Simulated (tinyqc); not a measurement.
RKS/LDA (VWN5) in the sto-3g basis, for CH2, spin multiplicity 1, step by step. One step of it, computed by the program tinyqc.

Problem. Iteration 1: building the Kohn-Sham matrix. J_ij = sum D_kl (ij|kl); F = H + J + V_xc; E = tr D H + tr D J / 2 + E_xc + E_nn.

D at the start, order 1C 1s, 1C 2s, 1C 2px, 1C 2py, 1C 2pz, 2H 1s, 3H 1s:
```
[[2.141940, -0.506253, 0.000000, 0.000913, 0.011026, -0.024410, -0.023108],
 [-0.506253, 2.059838, 0.000000, -0.003382, -0.040160, 0.088819, 0.086905],
 [0.000000, 0.000000, 0.658629, 0.000000, 0.000000, 0.000000, 0.000000],
 [0.000913, -0.003382, 0.000000, 0.579352, -0.001026, 0.051614, -0.054187],
 [0.011026, -0.040160, 0.000000, -0.001026, 0.640374, 0.018648, 0.019755],
 [-0.024410, 0.088819, 0.000000, 0.051614, 0.018648, 0.950659, 0.028618],
 [-0.023108, 0.086905, 0.000000, -0.054187, 0.019755, 0.028618, 0.952052]]
```

core Hamiltonian H = T + V (hartree), order 1C 1s, 1C 2s, 1C 2px, 1C 2py, 1C 2pz, 2H 1s, 3H 1s:
```
[[-18.703692, -4.512094, 0.000000, -0.001617, -0.014049, -1.135361, -0.979236],
 [-4.512094, -5.636591, 0.000000, -0.012512, -0.145681, -2.450477, -2.232252],
 [0.000000, 0.000000, -4.509287, 0.000000, 0.000000, 0.000000, 0.000000],
 [-0.001617, -0.012512, 0.000000, -4.702786, -0.005276, -1.800437, 1.682657],
 [-0.014049, -0.145681, 0.000000, -0.005276, -4.555810, -0.914768, -0.855691],
 [-1.135361, -2.450477, 0.000000, -1.800437, -0.914768, -3.572565, -0.568580],
 [-0.979236, -2.232252, 0.000000, 1.682657, -0.855691, -0.568580, -3.429361]]
```

Two-electron integrals (ij|kl) in chemists' order, unique and non-zero (hartree):
```
(11|11) 3.541948    (21|11) 0.576921    (21|21) 0.111888    (22|11) 0.854682
(22|21) 0.205284    (22|22) 0.624709    (31|31) 0.020296    (32|31) 0.030858
(32|32) 0.137996    (33|11) 0.852436    (33|21) 0.205335    (33|22) 0.624568
(33|33) 0.672833    (41|41) 0.020296    (42|41) 0.030858    (42|42) 0.137996
(43|43) 0.036269    (44|11) 0.852436    (44|21) 0.205335    (44|22) 0.624568
(44|33) 0.600295    (44|44) 0.672833    (51|51) 0.020296    (52|51) 0.030858
(52|52) 0.137996    (53|53) 0.036269    (54|54) 0.036269    (55|11) 0.852436
(55|21) 0.205335    (55|22) 0.624568    (55|33) 0.600295    (55|44) 0.600295
(55|55) 0.672833    (61|11) 0.144979    (61|21) 0.027932    (61|22) 0.051100
(61|33) 0.050924    (61|41) 0.001544    (61|42) 0.002860    (61|44) 0.051363
(61|51) 0.000757    (61|52) 0.001402    (61|54) 0.000215    (61|55) 0.051030
(61|61) 0.007133    (62|11) 0.331243    (62|21) 0.080542    (62|22) 0.267730
(62|33) 0.261474    (62|41) 0.006885    (62|42) 0.046417    (62|44) 0.276409
(62|51) 0.003376    (62|52) 0.022759    (62|54) 0.007323    (62|55) 0.265064
(62|61) 0.020949    (62|62) 0.147562    (63|31) 0.008395    (63|32) 0.043618
(63|43) 0.009209    (63|53) 0.004515    (63|63) 0.018684    (64|11) 0.247706
(64|21) 0.061034    (64|22) 0.215140    (64|33) 0.204247    (64|41) 0.012965
(64|42) 0.078416    (64|44) 0.233980    (64|51) 0.002241    (64|52) 0.017062
(64|54) 0.010063    (64|55) 0.206967    (64|61) 0.016662    (64|62) 0.140979
(64|64) 0.150945    (65|11) 0.121454    (65|21) 0.029926    (65|22) 0.105487
(65|33) 0.100146    (65|41) 0.002241    (65|42) 0.017062    (65|44) 0.105694
(65|51) 0.009493    (65|52) 0.051984    (65|54) 0.011929    (65|55) 0.110510
(65|61) 0.008170    (65|62) 0.069124    (65|64) 0.064850    (65|65) 0.050481
(66|11) 0.473276    (66|21) 0.117060    (66|22) 0.440676    (66|33) 0.417146
(66|41) 0.013038    (66|42) 0.116275    (66|44) 0.473656    (66|51) 0.006393
(66|52) 0.057012    (66|54) 0.027708    (66|55) 0.430732    (66|61) 0.030951
(66|62) 0.301663    (66|64) 0.319034    (66|65) 0.156428    (66|66) 0.774606
(71|11) 0.124768    (71|21) 0.024053    (71|22) 0.044055    (71|33) 0.043903
(71|41) -0.001320   (71|42) -0.002459   (71|44) 0.044282    (71|51) 0.000647
(71|52) 0.001206    (71|54) -0.000186   (71|55) 0.043994    (71|61) 0.005927
(71|62) 0.016857    (71|64) 0.012159    (71|65) 0.006581    (71|66) 0.024308
(71|71) 0.005288    (72|11) 0.299733    (72|21) 0.072956    (72|22) 0.244338
(72|33) 0.238475    (72|41) -0.006239   (72|42) -0.043017   (72|44) 0.252471
(72|51) 0.003059    (72|52) 0.021094    (72|54) -0.006863   (72|55) 0.241840
(72|61) 0.017709    (72|62) 0.095741    (72|64) 0.065632    (72|65) 0.043683
(72|66) 0.152823    (72|71) 0.016363    (72|72) 0.125346    (73|31) 0.007413
(73|32) 0.039112    (73|43) -0.008411   (73|53) 0.004124    (73|63) 0.011090
(73|73) 0.015395    (74|11) -0.229425   (74|21) -0.056565   (74|22) -0.200873
(74|33) -0.190746   (74|41) 0.011630    (74|42) 0.071935    (74|44) -0.218325
(74|51) -0.002067   (74|52) -0.016095   (74|54) 0.009400    (74|55) -0.193333
(74|61) -0.013100   (74|62) -0.067837   (74|64) -0.036667   (74|65) -0.030311
(74|66) -0.100578   (74|71) -0.013283   (74|72) -0.122405   (74|74) 0.132762
(75|11) 0.112502    (75|21) 0.027737    (75|22) 0.098501    (75|33) 0.093535
(75|41) -0.002067   (75|42) -0.016095   (75|44) 0.098811    (75|51) 0.008427
(75|52) 0.047005    (75|54) -0.010997   (75|55) 0.103052    (75|61) 0.007060
(75|62) 0.044393    (75|64) 0.029874    (75|65) 0.030928    (75|66) 0.075189
(75|71) 0.006513    (75|72) 0.060023    (75|74) -0.057553   (75|75) 0.043617
(76|11) 0.071499    (76|21) 0.017416    (76|22) 0.059479    (76|33) 0.058085
(76|41) -0.000027   (76|42) -0.000296   (76|44) 0.060124    (76|51) 0.001245
(76|52) 0.008841    (76|54) -0.000066   (76|55) 0.060171    (76|61) 0.004398
(76|62) 0.028686    (76|64) 0.023721    (76|65) 0.014830    (76|66) 0.053843
(76|71) 0.003797    (76|72) 0.026709    (76|74) -0.022849   (76|75) 0.014047
(76|76) 0.006859    (77|11) 0.449600    (77|21) 0.111305    (77|22) 0.423725
(77|33) 0.401225    (77|41) -0.011984   (77|42) -0.110878   (77|44) 0.455227
(77|51) 0.005876    (77|52) 0.054371    (77|54) -0.026481   (77|55) 0.414210
(77|61) 0.026832    (77|62) 0.161553    (77|64) 0.102965    (77|65) 0.078104
(77|66) 0.261250    (77|71) 0.025332    (77|72) 0.274678    (77|74) -0.296281
(77|75) 0.145286    (77|76) 0.053843    (77|77) 0.774606
```

nuclear repulsion = 5.91450840 hartree

V_xc (hartree), order 1C 1s, 1C 2s, 1C 2px, 1C 2py, 1C 2pz, 2H 1s, 3H 1s:
```
[[-2.172864, -0.317675, 0.000000, -0.000078, -0.000387, -0.080465, -0.069214],
 [-0.317675, -0.559018, 0.000000, -0.001211, -0.013390, -0.249920, -0.228145],
 [0.000000, 0.000000, -0.536965, 0.000000, 0.000000, 0.000000, 0.000000],
 [-0.000078, -0.001211, 0.000000, -0.574270, -0.000370, -0.210960, 0.196878],
 [-0.000387, -0.013390, 0.000000, -0.000370, -0.552770, -0.109006, -0.101416],
 [-0.080465, -0.249920, 0.000000, -0.210960, -0.109006, -0.474894, -0.054629],
 [-0.069214, -0.228145, 0.000000, 0.196878, -0.101416, -0.054629, -0.466612]]
```

E_xc = sum of w rho eps_xc = -5.73918390 hartree

Give: Coulomb J; Kohn-Sham matrix F; total energy of this density.

Solution.

Coulomb J (hartree), order 1C 1s, 1C 2s, 1C 2px, 1C 2py, 1C 2pz, 2H 1s, 3H 1s:
```
[[11.4037, 2.1884, 0.0000, 0.0010, 0.0119, 0.5485, 0.4723],
 [2.1884, 5.0458, 0.0000, 0.0051, 0.1110, 2.1890, 1.9978],
 [0.0000, 0.0000, 4.9943, 0.0000, 0.0000, 0.0000, 0.0000],
 [0.0010, 0.0051, 0.0000, 5.1053, 0.0012, 1.7736, -1.6557],
 [0.0119, 0.1110, 0.0000, 0.0012, 5.0209, 0.8972, 0.8376],
 [0.5485, 2.1890, 0.0000, 1.7736, 0.8972, 3.7410, 0.4872],
 [0.4723, 1.9978, 0.0000, -1.6557, 0.8376, 0.4872, 3.6272]]
```

Kohn-Sham matrix F (hartree), order 1C 1s, 1C 2s, 1C 2px, 1C 2py, 1C 2pz, 2H 1s, 3H 1s:
```
[[-9.4728, -2.6414, 0.0000, -0.0007, -0.0025, -0.6673, -0.5762],
 [-2.6414, -1.1498, 0.0000, -0.0086, -0.0481, -0.5114, -0.4626],
 [0.0000, 0.0000, -0.0520, 0.0000, 0.0000, 0.0000, 0.0000],
 [-0.0007, -0.0086, 0.0000, -0.1718, -0.0045, -0.2378, 0.2238],
 [-0.0025, -0.0481, 0.0000, -0.0045, -0.0877, -0.1266, -0.1195],
 [-0.6673, -0.5114, 0.0000, -0.2378, -0.1266, -0.3065, -0.1360],
 [-0.5762, -0.4626, 0.0000, 0.2238, -0.1195, -0.1360, -0.2688]]
```

total energy of this density = -38.275874 hartree

This density is the starting one; it is not idempotent, so its energy is not variational and may lie below the converged one.
